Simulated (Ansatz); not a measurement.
**Cost against result**

The pair of CH$_{5}$N (SMILES CN, atoms 1–7) and SiH$_{4}$ (SMILES [SiH4], atoms 8–12), both closed shells, in one local arrangement (a lower one may exist), relaxed at PBE0-D4/def2-TZVP:

C1  (-0.903, -0.276, -1.412)
N2  (0.461, -0.002, -0.991)
H3  (-1.038, -0.390, -2.495)
H4  (-1.552, 0.534, -1.073)
H5  (-1.251, -1.191, -0.929)
H6  (0.807, 0.852, -1.409)
H7  (1.086, -0.746, -1.275)
Si8  (0.481, 0.240, 1.869)
H9  (-0.428, 1.291, 1.347)
H10  (0.447, 0.357, 3.361)
H11  (1.890, 0.456, 1.461)
H12  (0.000, -1.126, 1.546)
(Å)

Interaction energies are counterpoise-corrected; the time is that of the whole pair.

Program: Ansatz 0.2.0. Basis: as named in each row. Cores are frozen in the correlated methods. B3LYP uses VWN-RPA correlation. Extrapolation: Hartree–Fock as exp(−7.88 √X), correlation as X^−2.97.

Times are rough, for one single point on 4 threads of a shared host (Arm Neoverse V2).

The estimate by CCSD(T) at an estimated basis limit (MP2 extrapolated from triple and quadruple zeta, plus CCSD(T) − MP2 in triple zeta) is -0.157 eV.

```json
{"method": "HF", "basis": "STO-3G", "time (s)": "under 1", "interaction energy (eV)": "0.150", "method less estimate": "0.306"}
{"method": "PBE-D4", "basis": "STO-3G", "time (s)": "under 1", "interaction energy (eV)": "0.027", "method less estimate": "0.184"}
{"method": "SPW92", "basis": "def2-SVP", "time (s)": "under 1", "interaction energy (eV)": "-0.295", "method less estimate": "-0.138"}
{"method": "B3LYP-D4", "basis": "6-31G", "time (s)": "under 1", "interaction energy (eV)": "-0.137", "method less estimate": "0.020"}
{"method": "PBE-D4", "basis": "def2-SVP", "time (s)": "under 1", "interaction energy (eV)": "-0.196", "method less estimate": "-0.040"}
{"method": "PBE0-D4", "basis": "def2-SVP", "time (s)": "under 1", "interaction energy (eV)": "-0.198", "method less estimate": "-0.041"}
{"method": "CCSD(T)", "basis": "def2-SVP", "time (s)": "1", "interaction energy (eV)": "-0.083", "method less estimate": "0.074"}
{"method": "revPBE-D4", "basis": "def2-TZVPPD", "time (s)": "2", "interaction energy (eV)": "-0.176", "method less estimate": "-0.019"}
{"method": "PBE-D4", "basis": "def2-TZVPPD", "time (s)": "2", "interaction energy (eV)": "-0.178", "method less estimate": "-0.021"}
{"method": "BLYP-D4", "basis": "def2-TZVPPD", "time (s)": "2", "interaction energy (eV)": "-0.148", "method less estimate": "0.009"}
{"method": "PBE0-D4", "basis": "def2-TZVPPD", "time (s)": "2", "interaction energy (eV)": "-0.174", "method less estimate": "-0.017"}
{"method": "B3LYP-D4", "basis": "def2-TZVPPD", "time (s)": "2", "interaction energy (eV)": "-0.153", "method less estimate": "0.004"}
{"method": "HSE06-D4", "basis": "def2-TZVPPD", "time (s)": "2", "interaction energy (eV)": "-0.170", "method less estimate": "-0.014"}
{"method": "wB97M-V", "basis": "def2-SVP", "time (s)": "2", "interaction energy (eV)": "-0.187", "method less estimate": "-0.031"}
{"method": "r2SCAN-D4", "basis": "def2-TZVPPD", "time (s)": "3", "interaction energy (eV)": "-0.163", "method less estimate": "-0.006"}
{"method": "B2PLYP", "basis": "def2-TZVPPD", "time (s)": "4", "interaction energy (eV)": "-0.083", "method less estimate": "0.074"}
{"method": "wB97X-V", "basis": "def2-TZVPPD", "time (s)": "6", "interaction energy (eV)": "-0.154", "method less estimate": "0.003"}
{"method": "wB97M-V", "basis": "def2-TZVPPD", "time (s)": "6", "interaction energy (eV)": "-0.173", "method less estimate": "-0.016"}
{"method": "B97M-V", "basis": "def2-TZVPPD", "time (s)": "7", "interaction energy (eV)": "-0.163", "method less estimate": "-0.007"}
{"method": "MP2", "basis": "def2-QZVPPD", "time (s)": "17", "interaction energy (eV)": "-0.155", "method less estimate": "0.002"}
{"method": "CCSD(T)", "basis": "def2-TZVPPD", "time (s)": "82", "interaction energy (eV)": "-0.134", "method less estimate": "0.023"}
```

No T1 diagnostic of these runs exceeds 0.012.
